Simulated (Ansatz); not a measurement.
A made-up structure of CH$_{6}$Al$_{2}$, singlet:

| atom | x (Å) | y (Å) | z (Å) |
| --- | --- | --- | --- |
| C1 | -0.4862 | 1.2994 | -0.4690 |
| Al2 | 0.2508 | -0.3130 | -0.7287 |
| Al3 | 0.4212 | -1.3905 | 1.1708 |
| H4 | 0.3078 | 1.9353 | -0.8583 |
| H5 | -1.4224 | 1.1918 | -1.0460 |
| H6 | -0.7899 | 1.7472 | 0.5664 |
| H7 | 0.7629 | -0.9757 | -2.2272 |
| H8 | 1.8028 | -1.1763 | 2.0005 |
| H9 | -0.8472 | -2.3181 | 1.5914 |

It is relaxed with PBE-D4/def2-SVP and then PBE0-D4/def2-TZVP (Ansatz 0.2.0). Atoms count as bonded within 1.22 times the sum of their covalent radii (H–H: 0.88 Å). The end point is not checked to be a true minimum.

(1) Does its bonding change? (A judgement: the text doesn't fix the answer.)

Results:

(1) By the calculation: No: no bond forms or breaks.

Where it ends: The first stage lowers the energy by 1.62 eV in 9 steps. It ends as CH₆Al₂ ([CH3][AlH][AlH2]):
| atom | x (Å) | y (Å) | z (Å) |
| --- | --- | --- | --- |
| C1 | -0.5529 | 1.5331 | -0.6931 |
| Al2 | 0.2254 | -0.2669 | -0.6986 |
| Al3 | 0.5265 | -1.7254 | 1.4264 |
| H4 | 0.1442 | 2.2469 | -1.1462 |
| H5 | -1.4549 | 1.5486 | -1.3159 |
| H6 | -0.8226 | 1.9054 | 0.2971 |
| H7 | 0.6838 | -0.8307 | -2.1248 |
| H8 | 1.8527 | -1.6779 | 2.3160 |
| H9 | -0.6023 | -2.7331 | 1.9391 |

Labels in which every atom is bracketed show which atoms are joined, not bond orders.

For scale, one of the runs: PBE0-D4/def2-TZVP relaxation, 141 basis functions, launched by `ansatz run in.yaml --threads 2 --pin off --events-out ev --progress --plain --max-ram 4352MiB`. Hardware: 2 CPU threads of an Arm Neoverse V2, shared host. Wall time about 12 s.
